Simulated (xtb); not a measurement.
A run for xtb: GFN2-xTB on hydrogen isocyanide (SMILES [C-]#[NH+]), a point of a bond scan (R = 1.347 Å).

```
$ xtb mol.xyz --gfn 2 --sp --chrg 0 --uhf 0
3

C     -0.00000000    -0.00000000    -0.73641702
N      0.00000000     0.00000000     0.42763144
H      0.00000000     0.00000000     1.77418972
```

The head of its log:

```
[...]
           -------------------------------------------------
          |                Calculation Setup                |
           -------------------------------------------------



           -------------------------------------------------
          |                 G F N 2 - x T B                 |
           -------------------------------------------------

        Reference                      10.1021/acs.jctc.8b01176
      * Hamiltonian:
        H0-scaling (s, p, d)           1.850000    2.230000    2.230000
        zeta-weighting                 0.500000
      * Dispersion:
        s8                             2.700000
        a1                             0.520000
        a2                             5.000000
        s9                             5.000000
      * Repulsion:
        kExp                           1.500000    1.000000
        rExp                           1.000000
      * Coulomb:
        alpha                          2.000000
        third order                    shell-resolved
        anisotropic                    true
        a3                             3.000000
        a5                             4.000000
        cn-shift                       1.200000
        cn-exp                         4.000000
        max-rad                        5.000000


          ...................................................
          :                      SETUP                      :
          :.................................................:
          :  # basis functions                   9          :
          :  # atomic orbitals                   9          :
          :  # shells                            5          :
          :  # electrons                        10          :
          :  max. iterations                   250          :
          :  Hamiltonian                  GFN2-xTB          :
          :  restarted?                      false          :
          :  GBSA solvation                  false          :
          :  PC potential                    false          :
          :  electronic temp.          300.0000000     K    :
          :  accuracy                    1.0000000          :
          :  -> integral cutoff          0.2500000E+02      :
          :  -> integral neglect         0.1000000E-07      :
          :  -> SCF convergence          0.1000000E-05 Eh   :
          :  -> wf. convergence          0.1000000E-03 e    :
          :  Broyden damping             0.4000000          :
          :  net charge                          0          :
          :  unpaired electrons                  0          :
          ...................................................

 iter      E             dE          RMSdq      gap      omega  full diag
   1     -5.4105510 -0.541055E+01  0.117E+01    6.09       0.0  T
   2     -5.3848377  0.257133E-01  0.916E+00    4.17       1.0  T
```

Task: What total energy does the run end on?

Result: -5.4281 hartree.
